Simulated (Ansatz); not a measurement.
**TlPt: computed properties**

Theory: DFT r2SCAN, scalar-relativistic, plane waves, PAW (Ansatz 0.2.0).

Cutoff 500 eV; k points 9×9×10 on the computed 6-atom cell (Γ-centred); Gaussian smearing, width 0.10 eV; no spin polarisation.

The structure is relaxed at this level of theory with its symmetry kept. Whether it is the stable form of this composition wasn't checked.

```
CELL_PARAMETERS angstrom
6.48461 0.00000 0.00000
-3.24231 5.61584 0.00000
0.00000 0.00000 3.95224
ATOMIC_POSITIONS crystal
Tl 0.50000 0.00000 0.00000
Tl 0.50000 0.50000 0.00000
Tl 0.00000 0.50000 0.00000
Pt 0.00000 0.00000 0.00000
Pt 0.33333 0.66667 0.50000
Pt 0.66667 0.33333 0.50000
```

(1) Formation energy from the elements' standard states (uncorrected)?

(2) Density of states at the Fermi level?

(3) Löwdin character within 0.5 eV of the Fermi level?

(4) Bader charges (e)?

Spin-orbit coupling is left out, which matters for the bands of heavy elements.

Answers

(1) +0.497 eV/atom.

(2) 3.26 states/eV per cell.

(3) Pt 5d 41 %, Tl 6p 24 %, Pt 6s 21 %, Tl 6s 12 %.

(4) Tl (3 in the cell) 0.50, Pt (1 in the cell) -0.47, Pt (2 in the cell) -0.51.